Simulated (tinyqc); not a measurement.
Stretching all distances: RHF, UHF, MP2, CISD and CCSD against full CI in the sto-3g basis, for BH, spin multiplicity 1. Computed by the program tinyqc with PySCF. 

Geometry (angstrom):

| atom | x | y | z |
|---|---|---|---|
| B | 0.0000 | 0.0000 | 0.0000 |
| H | 0.0000 | 0.0000 | 1.1920 |

All coordinates are multiplied by the scale. c0^2 is the weight of the RHF determinant in the lowest singlet FCI state (UHF is spin-contaminated and may lie near states of higher spin) and n(LUMO) the first natural occupation beyond the occupied space.

Full CI energy (hartree) and errors against it (kcal/mol):

| scale | distance 1-2 (angstrom) | E(FCI) | RHF | UHF | MP2 | CISD | CCSD | <S^2> UHF | c0^2 | n(LUMO) |
|---|---|---|---|---|---|---|---|---|---|---|
| 0.860 | 1.025 | -24.78010 | 32.559 | 22.968 | 16.240 | 0.862 | 0.124 | 0.596 | 0.915 | 0.079 |
| 1.060 | 1.264 | -24.80992 | 36.545 | 30.099 | 17.623 | 1.188 | 0.098 | 0.508 | 0.915 | 0.072 |
| 1.260 | 1.502 | -24.79035 | 43.307 | 39.044 | 20.510 | 1.820 | 0.100 | 0.429 | 0.905 | 0.068 |
| 1.460 | 1.740 | -24.75590 | 53.068 | 50.135 | 25.038 | 2.844 | 0.102 | 0.411 | 0.882 | 0.110 |
| 1.670 | 1.991 | -24.72025 | 66.619 | 49.587 | 31.559 | 4.434 | 0.092 | 0.695 | 0.836 | 0.206 |
| 1.870 | 2.229 | -24.69377 | 82.291 | 41.424 | 38.994 | 6.425 | 0.069 | 0.817 | 0.771 | 0.334 |
| 2.070 | 2.467 | -24.67625 | 99.548 | 34.377 | 46.427 | 8.646 | 0.038 | 0.915 | 0.694 | 0.482 |

UHF lies below RHF over the whole range. The weight c0^2 goes from 0.92 to 0.69 and n(LUMO) from 0.08 to 0.48: static correlation grows as the bonds break into open-shell fragments. The spread of the error along the curve, which distorts its shape, is CCSD 0.1, CISD 7.8, UHF 27.2, MP2 30.2, RHF 67.0 kcal/mol.
